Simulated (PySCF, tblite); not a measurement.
Calculations on `[CH](CC#N)CN` [radical], in the order of a workflow; each names the level of the geometry that it ran on. Settings lines and outputs come from a driver script.

C4H7N2 (doublet state).
Atom-mapped SMILES: `[N:1]#[C:2][CH2:3][CH:4][CH2:5][NH2:6]` (hydrogens: H7, H8 on C3; H9 on C4; H10, H11 on C5; H12, H13 on N6)

Step 1: GFN2-xTB geometry optimisation, gas phase (tblite 0.8.0) (from a force-field or distance-geometry start)
```json
{"job": {"kind": "relax", "xc": "GFN2-xTB", "basis": "xTB"}, "charge": 0, "multiplicity": 2}
```
```
step      E/eV     max force
  0    -485.30746    4.107
  1    -484.94280   13.912
  2    -485.41212    1.266
...
 63    -485.50430    0.031
 64    -485.50435    0.026
 65    -485.50439    0.037
 66    -485.50441    0.013
 67    -485.50442    0.008
```

Energy lowered by 4.5 kcal/mol over 67 steps; largest atomic force 0.008 eV/Å at the end. «max force» is the largest atomic force in eV/Å.

Hardware: an Arm Neoverse V2 with one thread, shared host with 48 logical CPUs at a one-minute load of 43. Cost: 0.21 s of wall time.

Step 2: GFN2-xTB harmonic vibrations, gas phase (tblite 0.8.0) (on the GFN2-xTB geometry)
```json
{"job": {"kind": "ir", "xc": "GFN2-xTB", "basis": "xTB"}, "charge": 0, "multiplicity": 2}
```
```
(table of modes left out)
```

33 modes from 45 to 3429 cm⁻¹ (unscaled, harmonic); zero-point energy 64.6 kcal/mol; all wavenumbers are real at this level.

Hardware: one thread, Arm Neoverse V2 (aarch64), shared host with 48 logical CPUs at a one-minute load of 43. Cost: 0.19 s.

Step 3: UKS B3LYP, pcH-1 on C H N, non-relativistic, mean-field spin-orbit, GIAO (PySCF 2.14.0) (on the GFN2-xTB geometry)
```json
{"job": {"kind": "epr", "basis": "pcH-1"}, "charge": 0, "multiplicity": 2}
```
```
...
E = -266.08287187 Eh   <S^2> = 0.7538 (exact 0.7500)
g shifts (ppm)      1          2          3
  rmc          -149       -149       -149
  gc              4         35         26
  oz_so         -16        463        778
  total        -161        349        655
hyperfine (MHz)  atom isotope    a_iso     a_fc   dipolar eigenvalues
    0   14N       1.20       1.20     -2.14     -1.35      3.49
    1   13C      91.39      91.39     -4.95     -3.02      7.97
    2   13C     -22.03     -22.03     -2.33      0.09      2.24
    3   13C     107.40     107.40    -81.01    -80.28    161.29
    4   13C     -34.46     -34.46     -2.02     -1.08      3.09
    5   14N      13.48      13.48     -0.96     -0.62      1.58
    6    1H      11.33      11.33     -5.24     -4.21      9.44
    7    1H      58.15      58.15     -5.10     -4.63      9.73
    8    1H     -60.56     -60.56    -38.06     -1.09     39.14
    9    1H      36.31      36.31     -5.71     -4.36     10.07
   10    1H     147.71     147.71     -5.79     -2.24      8.03
   11    1H       1.35       1.35     -2.50     -1.58      4.08
   12    1H      -0.46      -0.46     -4.48     -2.86      7.33
```

⟨S²⟩ 0.754; g_iso 2.0026. rmc, gc and oz_so are the mass-correction, gauge-correction and orbital-Zeeman/spin–orbit parts of the g shift along its three principal axes; a_iso is the isotropic hyperfine coupling and a_fc its Fermi-contact part. The log counts atoms from 0, this text from 1.

Time: 29 s wall (grids of density and orbitals included); peak memory 0.86 GiB. Hardware: Arm Neoverse V2, one thread, shared host with 48 logical CPUs at a one-minute load of 31.

Geometry of the electronic-property runs (GFN2-xTB):
```
atom  x, y, z in Å
N1     2.8100   -0.4394    1.7545
C2     2.0196    0.1895    1.2169
C3     1.0026    0.9120    0.4828
C4     0.4269   -0.0344   -0.5067
C5    -0.8067   -0.7856   -0.1796
N6    -1.7542    0.0573    0.5430
H7     0.2257    1.2382    1.1784
H8     1.4742    1.7780    0.0070
H9     1.0340   -0.3619   -1.3329
H10   -1.2198   -1.2246   -1.1047
H11   -0.5659   -1.6294    0.4904
H12   -2.5451   -0.4893    0.8625
H13   -2.1056    0.7899   -0.0651
```

 (This holds for the electronic-property runs.)

One conformer stands for the species.
